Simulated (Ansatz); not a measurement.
**Al$_{2}$H, quartet: reading a ladder of total energies**

Geometry: a point of a stretch scan, not a stationary point.

```xyz
3

Al    0.0000    0.0000    1.2186
Al    0.0000    0.0000   -4.0204
H     0.0000    0.0000    2.8018
```

Basis 6-31G; Ansatz 0.2.0. Only valence electrons are correlated (noble-gas cores frozen), which leaves 7 electrons in 18 orbitals. Prefix R: restricted or restricted open-shell reference; prefix U: unrestricted.

Full CI is exact within this basis and frozen core; it isn't the basis-set limit. The frozen core follows each run's orbitals, which can shift R against U totals by a few meV.

Runs differ by some tens of microhartree through their thresholds and, for an open shell, their frozen cores, so steps under 0.1 kcal/mol mean nothing.

| level | total energy (hartree) |
| --- | --- |
| UHF | -484.238943 |
| UMP2 | -484.273554 |
| UCCSD | -484.296341 |
| UCCSD(T) | -484.296767 |
| UCCSDT* | -484.297256 |
| UCCSDT(Q)* | -484.297358 |
| UCCSDTQ* | -484.297464 |
| full CI | -484.297458 |

Task: What is the correlation energy at full CI, and what share of it do UMP2 and UCCSD(T) recover?

Result: E(corr) = -484.297458 − (-484.238943) = -0.058515 hartree = -1.592 eV. UMP2: -0.034611 / -0.058515 = 59.15 %. UCCSD(T): -0.057824 / -0.058515 = 98.82 %.

Task: By how many kcal/mol does UCCSD(T) miss full CI (1 hartree = 627.509 kcal/mol), and which steps make up the rest?

Result: -484.296767 − (-484.297458) = 0.000691 hartree = 0.43 kcal/mol. Steps: UCCSDT − UCCSD(T) = -0.31, UCCSDT(Q) − UCCSDT = -0.06, UCCSDTQ − UCCSDT(Q) = -0.07, full CI − UCCSDTQ = 0.00 kcal/mol. That is within 1 kcal/mol of the reference in this basis, which itself misses far more of the correlation at the basis-set limit.

An asterisk marks runs whose energy the program itself flagged as in doubt.
